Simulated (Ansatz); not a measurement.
Ansatz (a first-principles code) input (B3LYP-D3(BJ)/def2-TZVP):

Ansatz 0.2 input:
```yaml
crystal:
  periodic: [false, false, false]
  atoms:
    - {symbol: N, position_ang: [-0.00830295, -0.00857741, 1.41153999]}
    - {symbol: C, position_ang: [0.00810884, 0.00837688, -1.37854107]}
    - {symbol: C, position_ang: [-0.00946765, 1.13487320, 0.72647824]}
    - {symbol: C, position_ang: [0.00100216, -1.14361852, 0.71269428]}
    - {symbol: C, position_ang: [0.00942122, -1.18916620, -0.67673701]}
    - {symbol: C, position_ang: [-0.00154475, 1.19730303, -0.66229982]}
    - {symbol: H, position_ang: [0.01447612, 0.01495463, -2.46100794]}
    - {symbol: H, position_ang: [-0.01710307, 2.04593336, 1.31559467]}
    - {symbol: H, position_ang: [0.00177208, -2.06177112, 1.29074470]}
    - {symbol: H, position_ang: [0.01679961, -2.14109152, -1.19083558]}
    - {symbol: H, position_ang: [-0.00294306, 2.15540611, -1.16484348]}
basis:
  gaussian:
    orbitals: def2-TZVP
hamiltonian:
  xc: b3lyp
  dispersion: d3bj
phonons: {temperatures: {t_min: 298.15, t_max: 298.15, t_step: 100}}
```

Output:

```
Functional definition: B3LYP
integrals: 0.13 GiB planned
1275 factors; their error is unknown
mean field: 1.27 GiB planned
mean field evaluation 1: about -6749.4573 eV, gradient 6.2e1 eV
mean field evaluation 2: about -6744.7350 eV, gradient 7.7e1 eV
mean field evaluation 4: about -6758.6491 eV, gradient 7.0e0 eV
mean field evaluation 8: about -6758.7359 eV, gradient 6.7e-1 eV
mean field evaluation 16: about -6758.7365 eV, gradient 9.1e-6 eV
mean field -6758.73651571 eV, -248.3789857162 hartree, gradient 9.8e-6 eV, S^2 0.000000; 0 other end points of the search recorded, 0 dependent functions left out
the calculation of the forces begins
reference -6758.73676720 eV, -248.3789949584 hartree; 21, 21 occupied and 195, 195 virtual orbitals, 1275 factors
these checks for a lower state are left out or cut short: stability, starts, cluster_reference, orbital_swaps, neighbouring_geometries, increment
integrals: 0.13 GiB planned
1275 factors; their error is unknown
mean field: 1.27 GiB planned
mean field -6758.73637472 eV, -248.3789805348 hartree, gradient 4.1e-6 eV, S^2 0.000000; 0 other end points of the search recorded, 0 dependent functions left out
the calculation of the forces begins
reference -6758.73662625 eV, -248.3789897783 hartree; 21, 21 occupied and 195, 195 virtual orbitals, 1275 factors
these checks for a lower state are left out or cut short: stability, starts, cluster_reference, orbital_swaps, neighbouring_geometries, increment
integrals: 0.13 GiB planned
1275 factors; their error is unknown
mean field: 1.27 GiB planned
mean field evaluation 32: about -6758.7364 eV, gradient 4.1e-6 eV
mean field -6758.73642392 eV, -248.3789823431 hartree, gradient 4.1e-6 eV, S^2 0.000000; 0 other end points of the search recorded, 0 dependent functions left out
the calculation of the forces begins
reference -6758.73667538 eV, -248.3789915841 hartree; 21, 21 occupied and 195, 195 virtual orbitals, 1275 factors
these checks for a lower state are left out or cut short: stability, starts, cluster_reference, orbital_swaps, neighbouring_geometries, increment
integrals: 0.13 GiB planned
1275 factors; their error is unknown
mean field: 1.28 GiB planned
mean field -6758.73636780 eV, -248.3789802805 hartree, gradient 4.1e-6 eV, S^2 0.000000; 0 other end points of the search recorded, 0 dependent functions left out
the calculation of the forces begins
reference -6758.73661925 eV, -248.3789895211 hartree; 21, 21 occupied and 195, 195 virtual orbitals, 1275 factors
these checks for a lower state are left out or cut short: stability, starts, cluster_reference, orbital_swaps, neighbouring_geometries, increment
integrals: 0.13 GiB planned
1275 factors; their error is unknown
mean field: 1.27 GiB planned
mean field -6758.73634891 eV, -248.3789795865 hartree, gradient 4.1e-6 eV, S^2 0.000000; 0 other end points of the search recorded, 0 dependent functions left out
the calculation of the forces begins
reference -6758.73660045 eV, -248.3789888303 hartree; 21, 21 occupied and 195, 195 virtual orbitals, 1275 factors
these checks for a lower state are left out or cut short: stability, starts, cluster_reference, orbital_swaps, neighbouring_geometries, increment
integrals: 0.13 GiB planned
1275 factors; their error is unknown
mean field: 1.27 GiB planned
mean field -6758.73629490 eV, -248.3789776016 hartree, gradient 4.1e-6 eV, S^2 0.000000; 0 other end points of the search recorded, 0 dependent functions left out
the calculation of the forces begins
reference -6758.73654640 eV, -248.3789868440 hartree; 21, 21 occupied and 195, 195 virtual orbitals, 1275 factors
these checks for a lower state are left out or cut short: stability, starts, cluster_reference, orbital_swaps, neighbouring_geometries, increment
integrals: 0.13 GiB planned
[...]
1275 factors; their error is unknown
mean field: 1.27 GiB planned
mean field -6758.73632400 eV, -248.3789786711 hartree, gradient 4.1e-6 eV, S^2 0.000000; 0 other end points of the search recorded, 0 dependent functions left out
the calculation of the forces begins
reference -6758.73657549 eV, -248.3789879132 hartree; 21, 21 occupied and 195, 195 virtual orbitals, 1275 factors
these checks for a lower state are left out or cut short: stability, starts, cluster_reference, orbital_swaps, neighbouring_geometries, increment
integrals: 0.13 GiB planned
1275 factors; their error is unknown
mean field: 1.27 GiB planned
mean field -6758.73629933 eV, -248.3789777645 hartree, gradient 4.1e-6 eV, S^2 0.000000; 0 other end points of the search recorded, 0 dependent functions left out
the calculation of the forces begins
reference -6758.73655083 eV, -248.3789870069 hartree; 21, 21 occupied and 195, 195 virtual orbitals, 1275 factors
these checks for a lower state are left out or cut short: stability, starts, cluster_reference, orbital_swaps, neighbouring_geometries, increment
integrals: 0.13 GiB planned
1275 factors; their error is unknown
mean field: 1.27 GiB planned
mean field evaluation 96: about -6758.7364 eV, gradient 4.8e-4 eV
mean field -6758.73640206 eV, -248.3789815395 hartree, gradient 4.1e-6 eV, S^2 0.000000; 0 other end points of the search recorded, 0 dependent functions left out
the calculation of the forces begins
reference -6758.73665351 eV, -248.3789907804 hartree; 21, 21 occupied and 195, 195 virtual orbitals, 1275 factors
these checks for a lower state are left out or cut short: stability, starts, cluster_reference, orbital_swaps, neighbouring_geometries, increment
integrals: 0.13 GiB planned
1275 factors; their error is unknown
mean field: 1.27 GiB planned
mean field -6758.73636543 eV, -248.3789801934 hartree, gradient 4.1e-6 eV, S^2 0.000000; 0 other end points of the search recorded, 0 dependent functions left out
the calculation of the forces begins
reference -6758.73661696 eV, -248.3789894369 hartree; 21, 21 occupied and 195, 195 virtual orbitals, 1275 factors
these checks for a lower state are left out or cut short: stability, starts, cluster_reference, orbital_swaps, neighbouring_geometries, increment
integrals: 0.13 GiB planned
1275 factors; their error is unknown
mean field: 1.27 GiB planned
mean field -6758.73649250 eV, -248.3789848633 hartree, gradient 4.1e-6 eV, S^2 0.000000; 0 other end points of the search recorded, 0 dependent functions left out
the calculation of the forces begins
reference -6758.73674402 eV, -248.3789941066 hartree; 21, 21 occupied and 195, 195 virtual orbitals, 1275 factors
these checks for a lower state are left out or cut short: stability, starts, cluster_reference, orbital_swaps, neighbouring_geometries, increment
integrals: 0.13 GiB planned
1275 factors; their error is unknown
mean field: 1.27 GiB planned
mean field -6758.73644958 eV, -248.3789832859 hartree, gradient 4.1e-6 eV, S^2 0.000000; 0 other end points of the search recorded, 0 dependent functions left out
the calculation of the forces begins
reference -6758.73670104 eV, -248.3789925270 hartree; 21, 21 occupied and 195, 195 virtual orbitals, 1275 factors
these checks for a lower state are left out or cut short: stability, starts, cluster_reference, orbital_swaps, neighbouring_geometries, increment
integrals: 0.13 GiB planned
1275 factors; their error is unknown
mean field: 1.27 GiB planned
mean field evaluation 128: about -6758.7364 eV, gradient 4.1e-6 eV
mean field -6758.73644987 eV, -248.3789832968 hartree, gradient 4.1e-6 eV, S^2 0.000000; 0 other end points of the search recorded, 0 dependent functions left out
the calculation of the forces begins
reference -6758.73670133 eV, -248.3789925376 hartree; 21, 21 occupied and 195, 195 virtual orbitals, 1275 factors
these checks for a lower state are left out or cut short: stability, starts, cluster_reference, orbital_swaps, neighbouring_geometries, increment
integrals: 0.13 GiB planned
1275 factors; their error is unknown
mean field: 1.27 GiB planned
mean field -6758.73648987 eV, -248.3789847664 hartree, gradient 4.1e-6 eV, S^2 0.000000; 0 other end points of the search recorded, 0 dependent functions left out
the calculation of the forces begins
reference -6758.73674140 eV, -248.3789940101 hartree; 21, 21 occupied and 195, 195 virtual orbitals, 1275 factors
these checks for a lower state are left out or cut short: stability, starts, cluster_reference, orbital_swaps, neighbouring_geometries, increment
integrals: 0.13 GiB planned
1275 factors; their error is unknown
mean field: 1.27 GiB planned
mean field -6758.73645267 eV, -248.3789833994 hartree, gradient 4.1e-6 eV, S^2 0.000000; 0 other end points of the search recorded, 0 dependent functions left out
the calculation of the forces begins
reference -6758.73670410 eV, -248.3789926392 hartree; 21, 21 occupied and 195, 195 virtual orbitals, 1275 factors
these checks for a lower state are left out or cut short: stability, starts, cluster_reference, orbital_swaps, neighbouring_geometries, increment
integrals: 0.13 GiB planned
1275 factors; their error is unknown
mean field: 1.27 GiB planned
mean field -6758.73648999 eV, -248.3789847710 hartree, gradient 4.1e-6 eV, S^2 0.000000; 0 other end points of the search recorded, 0 dependent functions left out
the calculation of the forces begins
reference -6758.73674155 eV, -248.3789940156 hartree; 21, 21 occupied and 195, 195 virtual orbitals, 1275 factors
these checks for a lower state are left out or cut short: stability, starts, cluster_reference, orbital_swaps, neighbouring_geometries, increment
integrals: 0.13 GiB planned
1275 factors; their error is unknown
mean field: 1.27 GiB planned
mean field -6758.73649437 eV, -248.3789849318 hartree, gradient 4.1e-6 eV, S^2 0.000000; 0 other end points of the search recorded, 0 dependent functions left out
the calculation of the forces begins
reference -6758.73674588 eV, -248.3789941747 hartree; 21, 21 occupied and 195, 195 virtual orbitals, 1275 factors
these checks for a lower state are left out or cut short: stability, starts, cluster_reference, orbital_swaps, neighbouring_geometries, increment
integrals: 0.13 GiB planned
1275 factors; their error is unknown
mean field: 1.27 GiB planned
mean field evaluation 160: about -6758.7536 eV, gradient 5.0e-4 eV
mean field -6758.73646109 eV, -248.3789837088 hartree, gradient 4.1e-6 eV, S^2 0.000000; 0 other end points of the search recorded, 0 dependent functions left out
the calculation of the forces begins
reference -6758.73671256 eV, -248.3789929502 hartree; 21, 21 occupied and 195, 195 virtual orbitals, 1275 factors
these checks for a lower state are left out or cut short: stability, starts, cluster_reference, orbital_swaps, neighbouring_geometries, increment
integrals: 0.13 GiB planned
1275 factors; their error is unknown
mean field: 1.27 GiB planned
mean field -6758.73648992 eV, -248.3789847684 hartree, gradient 4.1e-6 eV, S^2 0.000000; 0 other end points of the search recorded, 0 dependent functions left out
the calculation of the forces begins
reference -6758.73674145 eV, -248.3789940121 hartree; 21, 21 occupied and 195, 195 virtual orbitals, 1275 factors
these checks for a lower state are left out or cut short: stability, starts, cluster_reference, orbital_swaps, neighbouring_geometries, increment
integrals: 0.13 GiB planned
1275 factors; their error is unknown
mean field: 1.27 GiB planned
mean field -6758.73644563 eV, -248.3789831407 hartree, gradient 4.1e-6 eV, S^2 0.000000; 0 other end points of the search recorded, 0 dependent functions left out
the calculation of the forces begins
reference -6758.73669708 eV, -248.3789923814 hartree; 21, 21 occupied and 195, 195 virtual orbitals, 1275 factors
Total energy: -6759.20422677 eV, -248.3961737808 hartree
Atom 0 at    -0.008303    -0.008577     1.411540 Å, force     0.000002     0.000002    -0.000340 eV/Å
Atom 1 at     0.008109     0.008377    -1.378541 Å, force    -0.000005    -0.000005     0.000767 eV/Å
Atom 2 at    -0.009468     1.134873     0.726478 Å, force    -0.000002    -0.000264     0.000508 eV/Å
Atom 3 at     0.001002    -1.143619     0.712694 Å, force    -0.000004     0.000258     0.000511 eV/Å
Atom 4 at     0.009421    -1.189166    -0.676737 Å, force     0.000000    -0.000183     0.000136 eV/Å
Atom 5 at    -0.001545     1.197303    -0.662300 Å, force    -0.000002     0.000181     0.000138 eV/Å
Atom 6 at     0.014476     0.014955    -2.461008 Å, force     0.000006     0.000006    -0.001027 eV/Å
Atom 7 at    -0.017103     2.045933     1.315595 Å, force     0.000002    -0.000240    -0.000147 eV/Å
Atom 8 at     0.001772    -2.061771     1.290745 Å, force    -0.000000     0.000242    -0.000144 eV/Å
Atom 9 at     0.016800    -2.141092    -1.190836 Å, force     0.000002    -0.000250    -0.000202 eV/Å
Atom 10 at    -0.002943     2.155406    -1.164843 Å, force     0.000000     0.000252    -0.000199 eV/Å
Dipole moment:     0.002732     0.002823    -0.464530 e Å
Vibrations: 384.38 420.60 617.16 671.01 718.65 767.56 897.22 959.20 1005.75 1013.89 1013.93 1052.07 1080.01 1096.67 1173.49 1243.94 1286.37 1390.21 1477.25 1517.88 1622.19 1627.23 3151.53 3154.16 3177.07 3192.17 3200.19 cm⁻¹, zero-point energy 2.412224 eV
```
